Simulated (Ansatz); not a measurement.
```yaml
atoms:
  - { symbol: B, position_ang: [0.0000, 0.0000, 0.0000] }
  - { symbol: O, position_ang: [0.0000, 0.0000, 1.1447] }
```

Basis set: def2-SVP (spherical functions). Correlated methods keep 2 orbitals frozen. Correlation on ROHF uses semicanonical orbitals with singles. Charge 0, multiplicity 2.

Computed with Ansatz (development build ahead of 0.2.0); each method stands on the lowest determinant of its kind that the runs found.

Give the vertical ionization energy (product with multiplicity 1 at the same shape, open shells in the same class of orbitals) of doublet BO by ROHF-CCSD(T), ROHF-MP2, UHF-MP2, ROHF, UHF.

| method | ionization energy |
| --- | --- |
| ROHF-CCSD(T) | 12.77 eV |
| ROHF-MP2 | 12.69 eV |
| UHF-MP2 | 14.50 eV |
| ROHF | 13.03 eV |
| UHF | 12.53 eV |

Caution for ROHF-CCSD(T), ROHF-MP2, ROHF: an unrestricted determinant lies well below. Caution for UHF-MP2: a plain start can end on a higher determinant; another reference gives a lower total. Caution for UHF-MP2, UHF: the unrestricted determinant is a mixture of spin states.
